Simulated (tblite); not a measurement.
A tight-binding relaxation on `[O]C1CCCC1` [radical].

Computed with GFN2-xTB geometry optimisation, gas phase (tblite 0.8.0). Start geometry: from a force field or distance geometry. The command runs a driver script over a list of jobs; the input below is this job's line of settings and its coordinates in Å.

Command:
```bash
OMP_NUM_THREADS=1 python probes_run.py task.json out
```

Input:
```
{"job": {"kind": "relax", "xc": "GFN2-xTB", "basis": "xTB"}, "charge": 0, "multiplicity": 2}
O      0.656700    -1.203100    -1.552700
C      0.788200    -0.958400    -0.209500
C      1.147600     0.503500     0.002600
C     -0.158900     1.260800     0.136000
C     -1.183700     0.214300    -0.294900
C     -0.610700    -1.001500     0.409500
H      1.495200    -1.618700     0.315200
H      1.659300     0.565400     0.996600
H      1.758000     0.903100    -0.817400
H     -0.241100     2.140700    -0.499000
H     -0.379200     1.458300     1.206800
H     -2.208500     0.453500     0.001900
H     -1.050700     0.024600    -1.366000
H     -1.130700    -1.930500     0.147300
H     -0.546100    -0.804000     1.501600
```

Output:
```
step      E/eV     max force
  0    -524.12449    2.227
  1    -524.29232    0.800
  2    -524.34716    0.727
  3    -524.40230    0.552
  4    -524.43418    0.590
  5    -524.45744    0.470
  6    -524.47347    0.232
  7    -524.47845    0.185
  8    -524.48314    0.196
  9    -524.49084    0.300
... (61 lines left out)
 71    -524.65571    0.063
 72    -524.65606    0.049
 73    -524.65637    0.052
 74    -524.65659    0.037
 75    -524.65675    0.028
 76    -524.65685    0.024
 77    -524.65690    0.014
 78    -524.65692    0.010
 79    -524.65694    0.011
 80    -524.65696    0.007
```

«max force» is the largest atomic force in eV/Å.

From which step on does the largest force stay under 0.1 eV/Å, and how much energy is left to gain from there?

From step 66 (0.091 eV/Å), 5.3 meV above the end.

Summary of the converged run: energy lowered by 12.3 kcal/mol over 80 steps; largest atomic force 0.007 eV/Å at the end.

On an Arm Neoverse V2 with one thread, no GPU, shared host, this took 0.31 s wall.
Labels such as C1 count atoms from 1, the log's own numbers from 0.
